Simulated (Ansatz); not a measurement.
Harmonic frequencies (cm⁻¹) at PBE0-D4/def2-TZVP from Ansatz: 138, 153, 207, 271, 377, 512, 609, 699, 778, 860, 914, 1047, 1055, 1107, 1186, 1235, 1340, 1394, 1470, 1474, 1524, 1650, 2078, 3038, 3094, 3099, 3145, 3155, 3563, 3664.

Each molecule was computed in one conformer, which needn't be the lowest.

Q: Which molecule is it?
A. `C=CC(=C)N`
B. `CC=C=CN`
C. `C1=NCCC1`
D. `CCC1=NC1`

A: B.
